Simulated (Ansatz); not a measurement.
## HAlMg, triplet: bend scan

Starting geometry (PBE0/def2-TZVP stationary point for this spin, not checked as a minimum):

```yaml
atoms:
  - { symbol: Al, position_ang: [0.0000, 0.0000, 0.3567] }
  - { symbol: Mg, position_ang: [0.0000, 0.0000, -2.3191] }
  - { symbol: H, position_ang: [0.0000, 0.0000, 1.9624] }
```

From there the angle named below is changed in its plane at fixed bond lengths, both arms turning rigidly about the middle atom; atoms are numbered as listed. Energies are in kcal/mol, counted from the starting geometry at the same level. Kohn–Sham curves are unrestricted where that lies lower.

Basis 6-31G; Ansatz 0.2.0. Only valence electrons are correlated (noble-gas cores frozen). The metal's outer-core shells are frozen, which leaves out core–valence correlation.

A value is left out where its run failed or describes another state than the reference as far as symmetry and spin tell, or, spin-broken singlets apart, can't be checked.

In so small a basis the reference is far from its limit while semilocal and hybrid functionals are nearer theirs (RPA and double hybrids share much of the reference's basis error), so the functionals' errors here hold much of the reference's basis and frozen-core error, which can add to them or hide them.

Full CI is exact within this basis and frozen core; it isn't the basis-set limit.

```tsv
angle Mg2-Al1-H3 (°)	full CI	PBE	revPBE	r2SCAN	PBE0	RPA-PBE
68.2	12.8	14.7	15.2	15.4	16.8	13.6
91.3	6.4	7.2	7.5	8.0	9.1	6.8
103.0	4.3	4.6	4.9	5.3	6.4	4.3
120.3	2.0	1.9	2.1	2.4	3.5	1.7
142.5	0.6	0.2	0.3	0.4	–	0.3
156.3	0.2	-0.1	0.0	0.0	0.5	0.1
180.0	0.0	0.0	0.0	0.0	0.0	0.0
```
